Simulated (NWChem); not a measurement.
# C2H6Si (SMILES CC[SiH]) at 3 levels

Aim: a comparison of 3 runs (HF/STO-3G, HF/3-21G, B3LYP/6-31G*) of C2H6Si. 

Program for the calculation: NWChem 7.3.0.

### 1 The structure to begin with

The species is C2H6Si (9 atoms), meant as a singlet with charge 0. SMILES: `CC[SiH]`. Geometry: relaxed at PBE0-D4/def2-TZVP. This is one conformer, not always the lowest.

Bond lengths: C1–C2 1.523 Å, C2–Si3 1.891 Å, C1–H4 1.094 Å, C1–H5 1.093 Å, C1–H6 1.092 Å, C2–H7 1.095 Å, C2–H8 1.111 Å, Si3–H9 1.532 Å. Some angles: C1–C2–Si3 121.0°, C1–C2–H7 111.7°, C1–C2–H8 109.8°, Si3–C2–H7 110.3°, Si3–C2–H8 97.9°, C2–C1–H4 112.0°, C2–C1–H5 111.1°, C2–C1–H6 111.0°, C2–Si3–H9 94.7°, H7–C2–H8 104.1°.

### 2 Energy and gradient at HF/STO-3G (run 1)

Contents of job.xyz:

```xyz
9

C     -0.593600     0.495600    -0.562700
C      0.423400    -0.563800    -0.158900
Si     1.475100    -0.358700     1.398700
H     -1.208900     0.173100    -1.407700
H     -0.098000     1.423000    -0.860500
H     -1.258400     0.736300     0.269500
H      1.051000    -0.864800    -1.004300
H     -0.103000    -1.497700     0.133400
H      0.401100     0.410600     2.175300
```

Contents of run.py:

```python
from ase.io import read
from ase.calculators.nwchem import NWChem

atoms = read('job.xyz')

calc = NWChem(
    label='job',
    theory='scf',
    memory='2200 mb',
    basis='STO-3G',
    basispar='spherical bse',
    scf={'nopen': '0', 'rhf': None, 'thresh': '1e-08', 'maxiter': '80'},
)
atoms.calc = calc

forces = atoms.get_forces()
print("Total energy (eV):", round(atoms.get_potential_energy(), 6))
print("forces (eV/A):")
for s, f in zip(atoms.symbols, forces):
    print(f"{s:2s} {f[0]:10.5f} {f[1]:10.5f} {f[2]:10.5f}")
print("dipole (e A):", atoms.get_dipole_moment().round(4))
```

Launch:

```sh
$ export ASE_NWCHEM_COMMAND="nwchem PREFIX.nwi > PREFIX.nwo"
$ python run.py
```

Log:

```text
Total energy (eV): -9900.528224
forces (eV/A):
C    -0.44747    0.65399   -0.29223
C     0.49417   -1.74110    0.56791
Si   -0.95712    1.11581    0.89099
H     0.13735    0.05878    0.24446
H    -0.11004   -0.20790    0.05780
H     0.10562   -0.07832   -0.21865
H    -0.36556    0.36515    0.18569
H     0.01615    0.68026   -0.52296
H     1.12686   -0.84666   -0.91300
dipole (e A): [ 0.0525 -0.0289  0.0203]
```

The calculator wrote job.nwi:

```
title "job"

permanent_dir job

scratch_dir job

start job

geometry units angstrom nocenter noautosym noautoz
  C  -5.9360000000000002e-01 4.9559999999999998e-01 -5.6269999999999998e-01
  C  4.2340000000000000e-01 -5.6379999999999997e-01 -1.5890000000000001e-01
  Si 1.4751000000000001e+00 -3.5870000000000002e-01 1.3987000000000001e+00
  H  -1.2089000000000001e+00 1.7310000000000000e-01 -1.4077000000000000e+00
  H  -9.8000000000000004e-02 1.4230000000000000e+00 -8.6050000000000004e-01
  H  -1.2584000000000000e+00 7.3629999999999995e-01 2.6950000000000002e-01
  H  1.0509999999999999e+00 -8.6480000000000001e-01 -1.0043000000000000e+00
  H  -1.0299999999999999e-01 -1.4977000000000000e+00 1.3339999999999999e-01
  H  4.0110000000000001e-01 4.1060000000000002e-01 2.1753000000000000e+00
end

memory 2200 mb

basis spherical bse noprint
   * library STO-3G
end

scf
  nopen 0
  rhf
  thresh 1e-08
  maxiter 80
end

task scf gradient
```

job.nwo:

```text
Northwest Computational Chemistry Package (NWChem) 7.3.0
             --------------------------------------------------------

           Job information
           ---------------

    nwchem branch   = 7.3.0
    use scalapack   = T
    input           = job.nwi
    prefix          = job.
    data base       = job/job.db
    status          = startup
    nproc           =        1

           Memory information
           ------------------

    heap     =     72089596 doubles =      550.0 Mbytes
    stack    =     72089601 doubles =      550.0 Mbytes
    global   =    144179200 doubles =     1100.0 Mbytes (distinct from heap & stack)
    total    =    288358397 doubles =     2200.0 Mbytes
    verify   = yes
    hardfail = no

           Directory information
           ---------------------

  0 permanent = job
  0 scratch   = job

                                NWChem Input Module
                                -------------------

                                        job
                                        ---

[... 123 lines left out ...]
 Convergence threshold     :          1.000E-08
[... 12 lines left out ...]
       Final RHF  results
[... 3 lines left out ...]
      One-electron energy =   -694.478708475148
[... 1 line left out ...]
 Nuclear repulsion energy =     95.800483521025
[... 33 lines left out ...]
                       ROHF Final Molecular Orbital Analysis
[... 177 lines left out ...]
     1   1 0 0      0.099147      0.000000     34.797414
[... 8 lines of this table left out ...]
     2   0 0 2    -19.640807      0.000000    135.676877

                              NWChem Gradients Module
                              -----------------------

                                        job

  wavefunction    =   RHF

                         RHF ENERGY GRADIENTS

    atom               coordinates                        gradient
                 x          y          z           x          y          z
   1 C      -1.121741   0.936548  -1.063349    0.008702  -0.012718   0.005683
   2 C       0.800110  -1.065428  -0.300277   -0.009610   0.033859  -0.011044
   3 Si      2.787535  -0.677845   2.643160    0.018613  -0.021699  -0.017327
[... 5 lines of this table left out ...]
   9 H       0.757969   0.775921   4.110721   -0.021914   0.016465   0.017755

                 ----------------------------------------
                 |  Time  |  1-e(secs)   |  2-e(secs)   |
                 ----------------------------------------
                 |  CPU   |       0.00   |       0.11   |
                 ----------------------------------------
                 |  WALL  |       0.00   |       0.11   |
                 ----------------------------------------

 Task  times  cpu:        0.9s     wall:        0.9s
 Total times  cpu:        0.9s     wall:        0.9s
```

Run time: 1.9 s. Hardware: 1 thread of Intel Xeon 6975P-C (Granite Rapids), shared host; peak memory 0.096 GiB.

### 3 Energy and gradient at HF/3-21G (run 2)

Contents of m1.nw:

```
START m1
memory 2200 mb
charge 0

GEOMETRY units angstroms noautosym nocenter noautoz
  C    -0.593600    0.495600   -0.562700
  C     0.423400   -0.563800   -0.158900
  Si    1.475100   -0.358700    1.398700
  H    -1.208900    0.173100   -1.407700
  H    -0.098000    1.423000   -0.860500
  H    -1.258400    0.736300    0.269500
  H     1.051000   -0.864800   -1.004300
  H    -0.103000   -1.497700    0.133400
  H     0.401100    0.410600    2.175300
END

BASIS spherical bse
  * library 3-21G
END

SCF
  thresh 1e-08
  maxiter 80
  noprint "final vectors analysis"
END

TASK scf gradient
```

Launch:

```sh
$ nwchem m1.nw > m1.out
```

Log:

```text
[...]
  functions       =    43
[...]
  wavefunction    = RHF
[...]
         Total SCF energy =   -366.138008942195
      One-electron energy =   -694.350932737593
      Two-electron energy =    232.412440274373
 Nuclear repulsion energy =     95.800483521025
        Time for solution =      0.9s
[...]
                         RHF ENERGY GRADIENTS
    atom               coordinates                        gradient
                 x          y          z           x          y          z
   1 C      -1.121741   0.936548  -1.063349    0.009960  -0.012355   0.003402
   2 C       0.800110  -1.065428  -0.300277   -0.000162   0.021385   0.013647
   3 Si      2.787535  -0.677845   2.643160   -0.010467  -0.005772  -0.013829
   4 H      -2.284490   0.327112  -2.660167   -0.003876  -0.000710  -0.004834
   5 H      -0.185193   2.689080  -1.626109    0.001932   0.004377  -0.001161
   6 H      -2.378031   1.391405   0.509281   -0.003046   0.001674   0.004291
   7 H       1.986102  -1.634235  -1.897852    0.004418  -0.003454  -0.003902
   8 H      -0.194642  -2.830243   0.252089    0.001442  -0.004069   0.005361
   9 H       0.757969   0.775921   4.110721   -0.000201  -0.001077  -0.002975
[...]
```

Wall time 1.7 s (1 thread of Intel Xeon 6975P-C (Granite Rapids), shared host); peak memory 0.097 GiB.

### 4 Energy and forces at B3LYP/6-31G(d) (Cartesian functions) (run 3)

Contents of mymol.nw:

```
start mymol
title "C2H6Si gradient"
memory stack 880 mb heap 220 mb global 1100 mb

geometry units angstroms noautosym nocenter noautoz
  C    -0.593600    0.495600   -0.562700
  C     0.423400   -0.563800   -0.158900
  Si    1.475100   -0.358700    1.398700
  H    -1.208900    0.173100   -1.407700
  H    -0.098000    1.423000   -0.860500
  H    -1.258400    0.736300    0.269500
  H     1.051000   -0.864800   -1.004300
  H    -0.103000   -1.497700    0.133400
  H     0.401100    0.410600    2.175300
end

basis cartesian
  * library 6-31G*
end

dft
  xc b3lyp
  grid xfine
  convergence energy 1e-08
  maxiter 100
  mulliken
  noprint "final vectors analysis"
end

task dft gradient
```

Launch:

```sh
$ nwchem mymol.nw > mymol.out
```

Log:

```text
[...]
          Wavefunction type:  closed shell.
          No. of atoms     :     9
          No. of electrons :    32
[...]
          Charge           :     0
          Spin multiplicity:     1
[...]
          AO basis - number of functions:    61
[...]
              XC Information
              --------------
                         B3LYP Method XC Potential
                     Hartree-Fock (Exact) Exchange  0.200
                        Slater Exchange Functional  0.800 local
                    Becke 1988 Exchange Functional  0.720 non-local
              Lee-Yang-Parr Correlation Functional  0.810
                  VWN I RPA Correlation Functional  0.190 local
[...]
 d= 0,ls=0.0,diis     1   -369.2226820701 -4.65D+02  1.02D-02  3.00D-01     2.4
[...]
 d= 0,ls=0.0,diis     8   -369.2513684456  1.07D-09  2.78D-06  7.78D-08    15.6
         Total DFT energy =     -369.251368445622
      One electron energy =     -697.210639175856
           Coulomb energy =      266.136843660815
    Exchange-Corr. energy =      -33.978056451607
 Nuclear repulsion energy =       95.800483521025
[...]
      Total Density - Mulliken Population Analysis
     ---------------------------------------------
    Atom       Charge   Shell Charges
 -----------   ------   -------------------------------------------------------
    1 C    6     6.43   1.99  0.68  2.12  0.63  0.98  0.03
    2 C    6     6.50   1.99  0.68  2.10  0.64  1.07  0.02
    3 Si  14    13.72   2.00  1.99  5.96  1.27  1.44  0.61  0.42  0.03
    4 H    1     0.86   0.53  0.33
    5 H    1     0.85   0.53  0.32
    6 H    1     0.84   0.53  0.32
    7 H    1     0.84   0.52  0.31
    8 H    1     0.85   0.51  0.33
    9 H    1     1.12   0.51  0.61
[...]
  wavefunction    = closed shell
                         DFT ENERGY GRADIENTS
    atom               coordinates                        gradient
                 x          y          z           x          y          z
   1 C      -1.121741   0.936548  -1.063349    0.002574  -0.002458   0.001051
   2 C       0.800110  -1.065428  -0.300277   -0.001251   0.004013   0.001484
   3 Si      2.787535  -0.677845   2.643160   -0.005334  -0.000620  -0.005499
   4 H      -2.284490   0.327112  -2.660167    0.001525   0.000504   0.001922
   5 H      -0.185193   2.689080  -1.626109   -0.000871  -0.002138   0.000874
   6 H      -2.378031   1.391405   0.509281    0.001688  -0.000569  -0.001331
   7 H       1.986102  -1.634235  -1.897852   -0.000630   0.000429   0.001943
   8 H      -0.194642  -2.830243   0.252089    0.001598   0.001481   0.000611
   9 H       0.757969   0.775921   4.110721    0.000699  -0.000642  -0.001054
[...]
```

Run time: 20 s. Hardware: 1 thread of Intel Xeon 6975P-C (Granite Rapids), shared host; peak memory 0.14 GiB.

### 5 Overview of the runs

```
run                               level  Cartesian functions  iteration cap  energy (Eh)  dipole moment (D)  largest force (eV/Å)  wall time
  1                           HF/STO-3G                   no             80  -363.837704               0.30                 1.897      1.9 s
  2                            HF/3-21G                   no             80  -366.138009               1.24                 1.305      1.7 s
  3  B3LYP/6-31G* (Cartesian functions)                  yes            100  -369.251368               1.30                 0.395       20 s
```

### 6 Summary of results

```
                       quantity          value
            run 3: total energy  -369.25137 Eh
           run 3: dipole moment         1.30 D
run 3: largest force on an atom     0.395 eV/Å
```

What this shows: The dipole moment (its size) runs from 0.30 D (HF/STO-3G) to 1.30 D (B3LYP/6-31G*). The two ends differ in method and basis. The two dipoles point in opposite directions. In run 1 the basis is minimal, so the values are rough. All runs together took 23 s, the longest 20 s.
